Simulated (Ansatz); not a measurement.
Input for Ansatz (development build ahead of 0.2.0):

```yaml
crystal:
  periodic: [false, false, false]
  atoms:
    - { symbol: F, position_ang: [0.0, 0.64261, -1.13581] }
    - { symbol: B, position_ang: [0.0, 0.0, 0.0] }
    - { symbol: F, position_ang: [0.0, 0.64261, 1.13581] }
basis:
  gaussian: { orbitals: def2-SVP }
magnetization:
  initial_magnetization: 1
hamiltonian:
  xc: hf
correlation:
  method: mp2
  frozen_orbitals: { B: 1, F: 1 }
scf:
  omitted_lower_state_checks: [stability, starts, atomic_configurations, cluster_reference, orbital_swaps, given_window_search, neighbouring_geometries, increment]
```

The input is written out in the form of the current development build from the run's settings. Correlation on restricted open-shell orbitals is semicanonical, with singles.

The run gave:

```
Converged                                                          : yes
Reference energy                                                   : -223.43448 hartree
Correlation energy                                                 : -0.42893 hartree
Total energy                                                       : -223.86341 hartree
Spin squared of the determinant                                    : 0.750
Occupied orbitals by symmetry in an Abelian subgroup (alpha; beta) : 6 A1 1 A2 1 B1 4 B2; 5 A1 1 A2 1 B1 4 B2
```

Messages of the program:
```
mean field -6079.96192896 eV, -223.4344797432 hartree, gradient 2.4e-6 eV, S^2 0.750000; 0 other ends of a descent, 0 dependent functions left out
```
